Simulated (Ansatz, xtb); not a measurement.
Ranking isomers of C2H4ClN

3 gas-phase structures of C2H4ClN, from a drawn sample of its isomers (lower ones may exist). Each was relaxed with GFN2-xTB:

A. `N/C=C/Cl`, a singlet
B. `N/C=C\Cl`, a singlet
C. `C=C(N)Cl`, a singlet

Problem. Estimate their order in r2SCAN-D4/def2-SVP energy at these geometries, lowest first.

Solution. Calculated order at r2SCAN-D4/def2-SVP: B (0.0), C (3.9), A (17.0) kJ/mol. Less than 1 kcal/mol parts B and C, so the order within that pair means little.

Energies above the lowest of each column, in kJ/mol; the last columns are at B3LYP/def2-SVP geometries:

```csv
structure,GFN2-xTB,HF/STO-3G,r2SCAN-D4/def2-SVP,B3LYP/def2-SVP,CCSD(T)/def2-TZVP
B,6.9,0.0,0.0,0.0,0.0
C,0.0,9.1,3.9,4.8,1.8
A,10.6,6.6,17.0,14.1,14.4
```

CCSD(T)/def2-TZVP has B and C within 1 kcal/mol of each other at the bottom, and every level picks one of them. Flexible structures stand in one conformer each, not always the lowest.

Programs: Ansatz 0.2.0, xtb 6.7.1.
